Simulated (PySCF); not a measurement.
Molecule: `C[PH](C)=S`, C$_{2}$H$_{7}$PS.

Structure with atom numbers: `[CH3:1][PH:2]([CH3:3])=[S:4]`. Each H is labelled by its parent atom.

Geometry PBE0-D3(BJ)/def2-SVP throughout; GIAO in PySCF 2.14, gas phase, one conformer, non-relativistic; equivalent atoms averaged; basis pcSseg-2.

Problem. How do the absolute shieldings σ depend on the functional? (ppm; last column core-seconds on 1 thread of an Arm Neoverse V2, shared host; the GGAs took longer than the global hybrids here, which isn't the general rule, and the cause wasn't traced)

Solution. 
```csv
functional,kind,C1/C3,P2,S4,H(P2),H(C1)/H(C3),core-s
HF,Hartree–Fock,171.3,341.3,798.2,25.51,30.32,12
LDA,LDA,154.5,280.5,668.6,22.79,29.30,23
PBE,GGA,155.0,299.4,693.7,23.47,29.72,27
BLYP,GGA,150.1,276.1,669.2,23.74,29.92,27
BP86,GGA,154.8,295.2,692.3,23.56,29.78,27
OPBE,GGA,162.3,337.3,735.9,23.59,29.74,27
KT2,GGA,158.3,334.9,708.0,23.56,29.75,29
KT3,GGA,158.4,337.9,717.8,23.89,29.91,27
B97-D,GGA,155.2,302.0,697.7,23.85,29.93,28
B3LYP,global hybrid,155.2,287.7,699.4,24.14,29.96,21
PBE0,global hybrid,161.0,312.9,729.9,24.02,29.82,20
mPW1PW91,global hybrid,160.5,309.4,728.4,24.11,29.88,20
```

Problem. Which nucleus moves most, in ppm?

Solution. S4 (sulfur bonded to P): from 668.6 ppm with LDA to 798.2 ppm with HF. The smallest spread is 1.02 ppm, at H(C1)/H(C3). Proton shifts span only some 12 ppm, so a few tenths of a ppm matter as much there as several ppm in carbon.
